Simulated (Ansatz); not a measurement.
`CC#CC=O`, relaxed with RKS PBE-D4/def2-SVP in Ansatz 0.2.0 from a rough embedded geometry. The force threshold is 0.03 eV/Å; the program also tests the step.

Charge 0, multiplicity 1.

Start:

```xyz
9

C    -0.972   -1.230    0.969
C    -0.163   -0.268    0.201
C     0.460    0.525   -0.428
C     1.140    1.585   -1.249
O     0.703    2.638   -1.413
H    -0.936   -2.200    0.477
H    -1.948   -0.882    1.146
H    -0.444   -1.352    1.958
H     2.160    1.185   -1.661
```

```json
{"step": "1", "energy (eV)": "-6245.4452", "largest force (eV/Å)": "7.167", "largest move (Å)": "0.000"}
{"step": "2", "energy (eV)": "-6245.7685", "largest force (eV/Å)": "1.422", "largest move (Å)": "0.115"}
{"step": "3", "energy (eV)": "-6245.8480", "largest force (eV/Å)": "0.928", "largest move (Å)": "0.036"}
{"step": "4 (rejected)", "energy (eV)": "-6245.8124", "largest force (eV/Å)": "1.872", "largest move (Å)": "0.151"}
{"step": "5", "energy (eV)": "-6245.8901", "largest force (eV/Å)": "0.172", "largest move (Å)": "0.075"}
{"step": "6", "energy (eV)": "-6245.8924", "largest force (eV/Å)": "0.157", "largest move (Å)": "0.038"}
{"step": "7", "energy (eV)": "-6245.8937", "largest force (eV/Å)": "0.089", "largest move (Å)": "0.013"}
{"step": "8", "energy (eV)": "-6245.8949", "largest force (eV/Å)": "0.049", "largest move (Å)": "0.030"}
{"step": "9", "energy (eV)": "-6245.8951", "largest force (eV/Å)": "0.054", "largest move (Å)": "0.010"}
{"step": "10", "energy (eV)": "-6245.8952", "largest force (eV/Å)": "0.007", "largest move (Å)": "0.004"}
```

End:

```xyz
9

C    -0.922   -1.236    0.984
C    -0.199   -0.250    0.202
C     0.405    0.595   -0.456
C     1.149    1.557   -1.238
O     0.787    2.702   -1.461
H    -0.930   -2.224    0.478
H    -1.974   -0.927    1.159
H    -0.441   -1.377    1.975
H     2.126    1.159   -1.643
```

It took 13 s on 2 threads of an Arm Neoverse V1 on a shared host, with 0.11 GiB of host memory at the peak.
